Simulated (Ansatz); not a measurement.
Input file:

```yaml
crystal:
  periodic: [false, false, false]
  atoms:
    - {symbol: Ge, position_ang: [0.000000, -0.565829, 2.099153]}
    - {symbol: Na, position_ang: [0.000000, -0.474609, -4.104176]}
    - {symbol: H, position_ang: [0.000000, 1.040438, 2.005023]}
basis:
  gaussian: {orbitals: 6-31G}
magnetization: {spin_polarized: true, initial_magnetization: 0}
hamiltonian: {xc: {name: B3LYP}}
```

```sh
$ ansatz run in.yaml --threads 1 --pin off --events-out ev --progress --plain --max-ram 2393MiB
```

The program prints:

```
414 factors; integrals over basis functions are off by at most 5.4e-4 eV
mean field evaluation 1: about -60936.0226 eV, gradient 9.3e0 eV
mean field evaluation 2: about -60882.2221 eV, gradient 2.5e1 eV
mean field evaluation 4: about -60939.4580 eV, gradient 1.1e0 eV
mean field evaluation 8: about -60939.4581 eV, gradient 1.1e0 eV
mean field evaluation 16: about -60939.5342 eV, gradient 5.4e-1 eV
mean field evaluation 32: about -60940.0122 eV, gradient 4.2e-2 eV
mean field evaluation 64: about -60940.0134 eV, gradient 1.6e-2 eV
mean field evaluation 96: about -60940.0125 eV, gradient 3.6e-2 eV
mean field evaluation 128: about -60940.0119 eV, gradient 2.4e-2 eV
mean field -60940.01370917 eV, -2239.5041971871 hartree, gradient 6.9e-6 eV, S^2 1.000577; 8 other end points of the search recorded, 0 dependent functions left out
reference -60940.01394577 eV, -2239.5042058821 hartree; 22, 22 occupied and 22, 22 virtual orbitals, 414 factors
Total energy: -60940.01394577 eV, -2239.5042058821 hartree
```

Ran on 1 thread of INTEL XEON PLATINUM 8581C, shared host: 11 s wall, 0.17 GiB peak host memory.
